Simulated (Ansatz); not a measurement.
System: C3H7O, net charge -1, singlet state. It need not be the lowest isomer of its formula. Whether it binds its extra electron was not tested at this geometry. 
Coordinates optimised at B3LYP-D3(BJ)/def2-TZVP (Ansatz, a quantum-chemistry and plane-wave program):
```
C
H 1 1.1150
O 1 1.4990 2 103.60
C 3 1.3827 1 111.45 2 94.55
H 4 1.1033 3 108.70 1 172.94
H 4 1.1038 5 109.76 3 122.53
H 4 1.1085 5 107.39 6 114.91
C 1 1.5177 2 106.06 3 -109.37
H 8 1.0986 1 109.03 2 -60.14
H 8 1.0997 9 106.88 1 121.33
H 8 1.1201 9 106.74 10 112.64
```
Charge -1, spin multiplicity 1.

Total electronic energies in hartree. Correlated levels leave the core frozen unless marked. Spin-orbit coupling is left out. No relativistic terms. 

| level | program | energy (Eh) |
|---|---|---|
| PBE0/def2-TZVPD | Ansatz | -193.51294 |
| CAM-B3LYP/def2-TZVPD | Ansatz | -193.65205 |
| LC-wPBE-D4/def2-TZVPD | Ansatz + dftd4 | -193.63148 |
| B2GP-PLYP-D3(BJ)/def2-TZVPD | Ansatz + dftd3 | -193.53803 |
| RPA@PBE/cc-pVTZ | Ansatz | -193.72634 |
| MP2/aug-cc-pVDZ | Ansatz | -193.11619 |
| SCS-MP2/cc-pVTZ | Ansatz | -193.26723 |
| CCSD(T)/STO-3G | Ansatz | -190.10570 |

Totals of different functionals don't rank their quality; only differences between species are comparable.
